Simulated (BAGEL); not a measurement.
**NaCl (SMILES [Na][Cl]): levels of theory compared**

We compute a comparison of 4 runs (B3LYP/6-31G*, B3LYP/aug-cc-pVTZ, PBE0/aug-cc-pVTZ, RI-MP2/aug-cc-pVTZ) of NaCl. 

The calculation is run with BAGEL 1.2.2.

3 further runs of the same task are left out: 3 set aside as unsound or not needed. Runs told in other sessions of the task aren't counted.

### Step 1. The system as given

NaCl: 2 atoms, total charge 0, spin state singlet. As SMILES, `[Na][Cl]`. The shape is that of a PBE0-D4/def2-TZVP optimisation.

Bond lengths: Na1–Cl2 2.358 Å.

### Step 2. A single-point energy at B3LYP/6-31G(d) (density fitting with qzvpp-jkfit, spherical functions) (run 1)

The input, input.json:

```json
{ "bagel" : [

{
  "title" : "molecule",
  "basis" : "6-31gs.json",
  "df_basis" : "qzvpp-jkfit",
  "angstrom" : true,
  "geometry" : [
    { "atom" : "Na", "xyz" : [      -0.989600,       0.304100,      -0.517000 ] },
    { "atom" : "Cl", "xyz" : [       1.019100,      -0.364200,       0.521000 ] }
  ]
},

{
  "title" : "ks",
  "xc_func" : "b3lyp",
  "charge" : 0
},

{
  "title" : "print",
  "file" : "orbitals.molden",
  "orbitals" : true
}

]}
```

The basis set 6-31G* is read from a file made from the Basis Set Exchange's data (not shown).

Command:

```bash
$ BAGEL_NUM_THREADS=1 BAGEL input.json > input.out
```

The program printed:

```text
* using 1 threads per process

  ===============================================================
  ===============================================================

  *** Geometry ***

  { "atom" : "Na", "xyz" : [     -1.870073,      0.574666,     -0.976988 ] },
  { "atom" : "Cl", "xyz" : [      1.925820,     -0.688238,      0.984547 ] },

  Number of auxiliary basis functions:      240

  Since a DF basis is specified, we compute 2- and 3-index integrals:
    o Being stored without compression. Storage requirement is 0.002 GB

  Number of basis functions:       36
  Number of electrons      :       28

    * METHOD: MOLECULE                             0.07

  *** Kohn-Sham DFT ***

    * Removing 1939 points whose weight is below 1.00e-10
    * Grid points: 27873

  === Nuclear Repulsion ===
    41.9707342653

       - DIIS with orbital gradients will be used.

  === KS iteration (b3lyp / 6-31gs.json) ===
      0       -619.15647311          0.08255976           0.06
      1       -615.26796402          0.11692178           0.05
      2       -619.05788800          0.15902420           0.05
      3       -621.85274902          0.03990322           0.05
      4       -622.54086084          0.00634394           0.05
      5       -622.55681330          0.00110940           0.05
      6       -622.55693844          0.00054224           0.05
      7       -622.55697433          0.00005166           0.05
      8       -622.55697501          0.00001030           0.05
      9       -622.55697504          0.00000010           0.05
     10       -622.55697504          0.00000001           0.05
     11       -622.55697504          0.00000000           0.05
    * SCF iteration converged.

    * Permanent dipole moment:
           (    2.882205,    -0.958918,     1.489386) a.u.

    * METHOD: KS                                   0.73

    * METHOD: PRINT                                0.00

  ===============================================================
```

It took 0.94 s on 1 thread of Arm Neoverse N1, shared host.

### Step 3. A single-point energy at B3LYP/aug-cc-pVTZ (density fitting with qzvpp-jkfit) (run 2)

The input, calc.json:

```json
{ "bagel" : [

{
  "title" : "molecule",
  "basis" : "aug-cc-pvtz.json",
  "df_basis" : "qzvpp-jkfit",
  "angstrom" : "true",
  "geometry" : [
    { "atom" : "Na", "xyz" : [      -0.989600,       0.304100,      -0.517000 ] },
    { "atom" : "Cl", "xyz" : [       1.019100,      -0.364200,       0.521000 ] }
  ]
},

{ "title" : "ks", "xc_func" : "b3lyp" },

{ "title" : "print", "file" : "orbitals.molden", "orbitals" : "true" }

]}
```

The basis set aug-cc-pVTZ is read from a file made from the Basis Set Exchange's data (not shown).

Command:

```bash
$ BAGEL_NUM_THREADS=1 BAGEL calc.json > calc.out
```

The program printed:

```text
* using 1 threads per process

  ===============================================================
  ===============================================================

  *** Geometry ***

  { "atom" : "Na", "xyz" : [     -1.870073,      0.574666,     -0.976988 ] },
  { "atom" : "Cl", "xyz" : [      1.925820,     -0.688238,      0.984547 ] },

  Number of auxiliary basis functions:      240

  Since a DF basis is specified, we compute 2- and 3-index integrals:
    o Being stored without compression. Storage requirement is 0.019 GB

  Number of basis functions:      100
  Number of electrons      :       28

    * METHOD: MOLECULE                             0.13

  *** Kohn-Sham DFT ***

    * Removing 1939 points whose weight is below 1.00e-10
    * Grid points: 27873

  === Nuclear Repulsion ===
    41.9707342653

       - DIIS with orbital gradients will be used.

  === KS iteration (b3lyp / aug-cc-pvtz.json) ===
      0       -605.01710119          0.06055489           0.14
      1       -608.11186440          0.10389163           0.12
      2       -578.76083075          0.12983554           0.11
      3       -621.42601985          0.03596775           0.11
      4       -622.36391404          0.02628212           0.11
      5       -622.58604895          0.00655834           0.11
      6       -622.60911033          0.00441326           0.11
      7       -622.61896483          0.00052333           0.11
      8       -622.61908177          0.00017901           0.11
      9       -622.61909834          0.00000654           0.11
     10       -622.61909837          0.00000110           0.11
     11       -622.61909837          0.00000011           0.11
     12       -622.61909837          0.00000004           0.11
     13       -622.61909837          0.00000001           0.11
    * SCF iteration converged.

    * Permanent dipole moment:
           (    2.938155,    -0.977533,     1.518298) a.u.

    * METHOD: KS                                   1.83

    * METHOD: PRINT                                0.04

  ===============================================================
```

Wall time 2.1 s (1 thread of Arm Neoverse N1, shared host); peak memory 0.17 GiB.

### Step 4. The energy at PBE0/aug-cc-pVTZ (density fitting with qzvpp-jkfit) (run 3)

The input, input.json:

```json
{ "bagel" : [

{
  "title" : "molecule",
  "basis" : "aug-cc-pvtz.json",
  "df_basis" : "qzvpp-jkfit",
  "angstrom" : true,
  "geometry" : [
    { "atom" : "Na", "xyz" : [   -0.989600,    0.304100,   -0.517000 ] },
    { "atom" : "Cl", "xyz" : [    1.019100,   -0.364200,    0.521000 ] }
  ]
},
{
  "title" : "ks",
  "xc_func" : "pbe0",
  "charge" : 0
},
{
  "title" : "print",
  "file" : "orbitals.molden",
  "orbitals" : true
}

]}
```

The basis set aug-cc-pVTZ is read from a file made from the Basis Set Exchange's data (not shown).

Command:

```bash
$ BAGEL_NUM_THREADS=1 BAGEL input.json > input.out
```

The program printed:

```text
* using 1 threads per process

  ===============================================================
  ===============================================================

  *** Geometry ***

  { "atom" : "Na", "xyz" : [     -1.870073,      0.574666,     -0.976988 ] },
  { "atom" : "Cl", "xyz" : [      1.925820,     -0.688238,      0.984547 ] },

  Number of auxiliary basis functions:      240

  Since a DF basis is specified, we compute 2- and 3-index integrals:
    o Being stored without compression. Storage requirement is 0.019 GB

  Number of basis functions:      100
  Number of electrons      :       28

    * METHOD: MOLECULE                             0.13

  *** Kohn-Sham DFT ***

    * Removing 1939 points whose weight is below 1.00e-10
    * Grid points: 27873

  === Nuclear Repulsion ===
    41.9707342653

       - DIIS with orbital gradients will be used.

  === KS iteration (pbe0 / aug-cc-pvtz.json) ===
      0       -604.77391243          0.06033301           0.14
      1       -607.80655686          0.10132887           0.12
      2       -578.53520705          0.13108717           0.11
      3       -621.52247412          0.03035614           0.11
      4       -622.11743784          0.02443013           0.11
      5       -622.30480224          0.00626570           0.11
      6       -622.32870629          0.00352750           0.11
      7       -622.33488819          0.00040433           0.11
      8       -622.33499753          0.00009054           0.11
      9       -622.33500162          0.00000296           0.11
     10       -622.33500163          0.00000059           0.11
     11       -622.33500163          0.00000004           0.11
     12       -622.33500163          0.00000002           0.11
     13       -622.33500163          0.00000000           0.11
    * SCF iteration converged.

    * Permanent dipole moment:
           (    2.974198,    -0.989525,     1.536923) a.u.

    * METHOD: KS                                   1.77

    * METHOD: PRINT                                0.03

  ===============================================================
```

Run time: 2.1 s. Hardware: 1 thread of Arm Neoverse N1, shared host; peak memory 0.17 GiB.

### Step 5. A single-point energy at RI-MP2/aug-cc-pVTZ (density fitting with qzvpp-jkfit) (run 4)

Edit calc.json of step 3 so:

```diff
@@ -13,5 +13,10 @@
 
-{ "title" : "ks", "xc_func" : "b3lyp" },
+{
+  "title" : "hf"
+},
 
-{ "title" : "print", "file" : "orbitals.molden", "orbitals" : "true" }
+{
+  "title" : "mp2",
+  "ncore" : 6
+}
```

The basis set aug-cc-pVTZ is read from a file made from the Basis Set Exchange's data (not shown).

Command:

```bash
$ BAGEL_NUM_THREADS=1 BAGEL calc.json > calc.out
```

The program printed:

```text
* using 1 threads per process

  ===============================================================
  ===============================================================

  *** Geometry ***

  { "atom" : "Na", "xyz" : [     -1.870073,      0.574666,     -0.976988 ] },
  { "atom" : "Cl", "xyz" : [      1.925820,     -0.688238,      0.984547 ] },

  Number of auxiliary basis functions:      240

  Since a DF basis is specified, we compute 2- and 3-index integrals:
    o Being stored without compression. Storage requirement is 0.019 GB

  Number of basis functions:      100
  Number of electrons      :       28

    * METHOD: MOLECULE                             0.13

  *** RHF ***

  === Nuclear Repulsion ===
    41.9707342653

      * DIIS with orbital gradients will be used.

  === RHF iteration (aug-cc-pvtz.json) ===
      0       -621.39370036          0.01003929           0.03
      1       -621.44643076          0.00380742           0.03
      2       -621.45464114          0.00026665           0.03
      3       -621.45469016          0.00006698           0.03
      4       -621.45469335          0.00001584           0.03
      5       -621.45469361          0.00000453           0.03
      6       -621.45469364          0.00000055           0.03
      7       -621.45469364          0.00000016           0.03
      8       -621.45469364          0.00000005           0.03
      9       -621.45469364          0.00000001           0.03
     10       -621.45469364          0.00000000           0.03
    * SCF iteration converged.

    * Permanent dipole moment:
           (    3.122015,    -1.038703,     1.613308) a.u.

    * METHOD: HF                                   0.46

  *** RHF ***

  === Nuclear Repulsion ===
    41.9707342653

      * DIIS with orbital gradients will be used.

  === RHF iteration (aug-cc-pvtz.json) ===
      0       -621.45469364          0.00000000           0.03
    * SCF iteration converged.

    * Permanent dipole moment:
           (    3.122015,    -1.038703,     1.613308) a.u.

  === DF-MP2 calculation ===

    * freezing 6 orbitals
    * 3-index integral transformation done
    * assembly done

      MP2 correlation energy:   -0.2199031785      0.02

      MP2 total energy:       -621.6745968220

    * METHOD: MP2                                  0.09

  ===============================================================
```

Wall time 0.82 s (1 thread of Arm Neoverse N1, shared host).

### Step 6. The series

```
run                                                                 level  frozen core orbitals  energy (Eh)  dipole moment (D)  HOMO energy (eV)  LUMO energy (eV)  wall time
  1  B3LYP/6-31G* (density fitting with qzvpp-jkfit, spherical functions)                     –  -622.556975               8.60             -6.11             -2.06     0.94 s
  2                  B3LYP/aug-cc-pVTZ (density fitting with qzvpp-jkfit)                     –  -622.619098               8.77             -6.32             -2.03      2.1 s
  3                   PBE0/aug-cc-pVTZ (density fitting with qzvpp-jkfit)                     –  -622.335002               8.87             -6.53             -1.69      2.1 s
  4                 RI-MP2/aug-cc-pVTZ (density fitting with qzvpp-jkfit)                     6  -621.674597                  –                 –                 –     0.82 s
```

### Step 7. Outcome

| quantity | value |
| --- | --- |
| run 4: total energy | -621.67460 Eh |
| run 4: correlation energy (6 core orbitals frozen) | -219.9 mEh |

In words: Over runs 1, 2, 3 the dipole moment (its size) runs from 8.60 D (B3LYP/6-31G*) to 8.87 D (PBE0/aug-cc-pVTZ). The two ends differ in method and basis. Over runs 1, 2, 3 the HOMO–LUMO gap runs from 4.05 eV (B3LYP/6-31G*) to 4.84 eV (PBE0/aug-cc-pVTZ). Totals of different functionals can't be ranked against each other. All runs together took 6 s, the longest 2.1 s.
